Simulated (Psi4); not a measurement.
# Predicting a hybrid from its neighbours: C3H5NO (methoxyacetonitrile)

C3H5NO has 10 atoms, charge 0, and is taken as a singlet. As SMILES, `COCC#N`. Geometry: relaxed at PBE0-D4/def2-TZVP. This is one conformer, not always the lowest.

The vertical ionisation energy (to the doublet cation) y, in eV, basis def2-SVP; a is the functional's share of exact exchange. Programs: Psi4 1.11.

| functional | program | a | y (eV) |
| --- | --- | --- | --- |
| revPBE | Psi4 | 0 | 10.30 |
| BLYP | Psi4 | 0 | 10.21 |
| B3LYP | Psi4 | 0.2 | 10.75 |
| PBE0 | Psi4 | 0.25 | ? |
| BHLYP | Psi4 | 0.5 | 10.83 |

Problem. Fit y = c + s·a to the known rows and predict PBE0.

Solution. 
1. Means of the 4 rows: a = 0.1750, y = 10.523.
2. Σ(Δa)² = 0.1675, Σ(Δa·Δy) = 0.19925, so the slope is 0.19925/0.1675 = 1.1896.
3. Intercept: 10.523 − (1.1896) × 0.1750 = 10.315. The largest residual of the fit is 0.20.
4. PBE0: 10.315 + (1.1896) × 0.25 = 10.61 eV.

The run gave 10.77 eV, so the prediction is off by -0.16 eV, within the largest residual.
